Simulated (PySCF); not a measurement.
# Relaxation of singlet CO2

Computed with PySCF, PBE0, basis C def2-TZVP, O def2-TZVP (no relativity, density fitting). A (50,194) grid was used.

A hand-made bent start, of C2v symmetry, held to at least that symmetry:

```xyz
3
charge 0 multiplicity 1, angstrom
C     0.0000    0.0000   -0.5172
O     1.0157    0.0000    0.1940
O    -1.0157    0.0000    0.1940
```

Problem. What forces act on the atoms at the start (eV/Å)?

Solution. 
| atom | Fx | Fy | Fz |
| --- | --- | --- | --- |
| C1 | 0.00 | 0.00 | 13.24 |
| O2 | 3.18 | 0.00 | -6.62 |
| O3 | -3.18 | 0.00 | -6.62 |

Problem. What does it relax to?

Solution. It ends at D∞h with C–O 1.157 Å (×2); O–C–O 180.0°. A frequency run shows a minimum.

Problem. How much energy is released, and in how many steps?

Solution. 448.9 kJ/mol in 7 steps.

The relaxation took 5.7 s on 2 threads of a shared Arm Neoverse V1 host, with 93 basis functions and 8 gradients; the process peaked at 0.49 GiB.
